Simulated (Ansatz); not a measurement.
**AlF2 (SMILES [F][Al][F]) at UHF/STO-3G**

Aim: the energy change on altering one bond length of AlF2 at UHF/STO-3G, from 2 runs. 

The calculation is run with Ansatz 0.2.0.

37 further runs of the same task are left out: 1 that didn't finish, 36 set aside as unsound or not needed.

## (1) Starting point

AlF2 has 3 atoms, charge 0, and is taken as a doublet. As SMILES, `[F][Al][F]`. The shape is that of a PBE0-D4/def2-TZVP optimisation.

Bond lengths: F1–Al2 1.647 Å, Al2–F3 1.647 Å. Angles: F1–Al2–F3 119.7°.

## (2) The energy at UHF/STO-3G

The input, input.yaml:

```yaml
crystal:
  periodic: [false, false, false]
  atoms:
    - symbol: F
      position_ang: [0.533000, -1.361200, 0.136400]
    - symbol: Al
      position_ang: [0.388700, 0.275400, 0.245200]
    - symbol: F
      position_ang: [-0.932500, 1.021000, -0.394800]
basis:
  gaussian:
    orbitals: STO-3G
accuracy: high
magnetization:
  spin_polarized: true
  initial_magnetization: 1
hamiltonian:
  xc: hf
```

On the command line:

```sh
ansatz run input.yaml --threads 1 --pin off --max-ram 2610MiB --events-out events.jsonl --progress --plain --runs-dir runs
```

What it wrote:

```text
Warning: RAYON_NUM_THREADS=1 ignored (pool sized by the plan → 1); use --threads N
Functional definition: HF
  name "HF"
  exchange = exact_x
  correlation = 0
332 factors; integrals over basis functions are off by at most 2.8e-8 eV
mean field evaluation 1: about -11836.5043 eV, gradient 1.7e1 eV
mean field evaluation 2: about -11836.5509 eV, gradient 1.7e1 eV
mean field evaluation 4: about -11839.7101 eV, gradient 1.4e0 eV
mean field evaluation 8: about -11839.7499 eV, gradient 2.2e-2 eV
mean field -11839.74995153 eV, -435.1027854479 hartree, gradient 4.1e-8 eV, S^2 0.758481; 0 other end points of the search recorded, 0 dependent functions left out
reference -11839.74995153 eV, -435.1027854479 hartree; 16, 15 occupied and 3, 4 virtual orbitals, 332 factors
Total energy: -11839.74995153 eV, -435.1027854479 hartree
```

It took 0.12 s on 1 thread of Arm Neoverse V1, shared host.

## (3) The distorted shape, same level

The input, run.yaml:

```yaml
crystal:
  periodic: [false, false, false]
  atoms:
    - {symbol: F, position_ang: [0.569076, -1.770365, 0.109199]}
    - {symbol: Al, position_ang: [0.388700, 0.275400, 0.245200]}
    - {symbol: F, position_ang: [-0.932500, 1.021000, -0.394800]}
basis:
  gaussian: {orbitals: STO-3G}
magnetization: {spin_polarized: true, initial_magnetization: 1}
accuracy: high
hamiltonian: {xc: hf}
```

On the command line:

```sh
ansatz run run.yaml --threads 1 --pin off --max-ram 2610MiB --events-out events.jsonl --progress --plain --runs-dir runs
```

What it wrote:

```text
Warning: RAYON_NUM_THREADS=1 ignored (pool sized by the plan → 1); use --threads N
[... 4 set-up lines as earlier in the session ...]
321 factors; integrals over basis functions are off by at most 4.3e-8 eV
mean field evaluation 1: about -11833.1230 eV, gradient 1.8e1 eV
mean field evaluation 2: about -11833.1702 eV, gradient 1.8e1 eV
mean field evaluation 4: about -11837.8734 eV, gradient 2.7e0 eV
mean field evaluation 8: about -11838.2763 eV, gradient 1.9e-1 eV
mean field evaluation 16: about -11838.2724 eV, gradient 1.5e-8 eV
mean field evaluation 32: about -11836.7109 eV, gradient 3.7e-1 eV
mean field -11838.27241095 eV, -435.0484868331 hartree, gradient 1.5e-8 eV, S^2 0.862560; 0 other end points of the search recorded, 0 dependent functions left out
reference -11838.27241095 eV, -435.0484868331 hartree; 16, 15 occupied and 3, 4 virtual orbitals, 321 factors
Total energy: -11838.27241095 eV, -435.0484868331 hartree
```

It took 0.14 s on 1 thread of Arm Neoverse V1, shared host.

## (4) Summary of results

Level: UHF/STO-3G.

```
                                                          quantity          value
                                         first shape: total energy  -435.10279 Eh
                                                 first shape: ⟨S²⟩          0.758
                                     distorted shape: total energy  -435.04849 Eh
                                             distorted shape: ⟨S²⟩          0.863
energy change with the F1–Al2 bond stretched from 1.647 to 2.058 Å       1.478 eV
```

What this shows: With the F1–Al2 bond stretched from 1.647 to 2.058 Å the energy rises by 1.48 eV (143 kJ/mol). The first shape isn't relaxed at this level, so the change isn't measured from a minimum. The minimal basis adds a large error of its own. ⟨S²⟩ (distorted shape) is 0.86 where a pure doublet has 0.75: the reference is spin-contaminated.
